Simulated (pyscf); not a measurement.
## Routes from `[FH]` + `[OH][Si]([F])([F])[F]`

Candidate steps break at most two bonds and form at most two. Each was searched with GFN2-xTB (tblite) first. PySCF, gas phase, ωB97X-D3(BJ)/def2-SVP geometries. Energies: ωB97M-D3(BJ)/def2-TZVP, kcal/mol, from the separated reactants, singlet surface; ΔG‡ with ideal gas, 1 atm, RRHO with modes under 100 cm⁻¹ raised to 100, one conformer, R ln 2 for chiral ones without a mode under 150 cm⁻¹.

```csv
products,type,ΔE‡,ΔE,ΔG‡ 298 K,ΔG‡ 900 K,ν‡ (cm⁻¹)
F–Si(F)(F)–F + H₂O,four-centre exchange,15.5,-7.4,26.0,49.3,874i
HO–Si(F)(F)–F + HF,four-centre exchange,36.3,0.0,44.0,65.0,2224i
```

Row 2: On the reactant side the descent ends in a complex (not fully relaxed), 5.7 kcal/mol under the separated species and 42.7 kcal/mol under the saddle at ωB97X-D3(BJ)/def2-TZVP. On the product side the descent ends in a complex (not fully relaxed), 4.8 kcal/mol under the separated species and 41.8 kcal/mol under the saddle at ωB97X-D3(BJ)/def2-TZVP. 

Plain bond fissions and candidates not yet searched are not listed, and one of them may be faster. Each barrier is that of the saddle found; lower ones may exist.
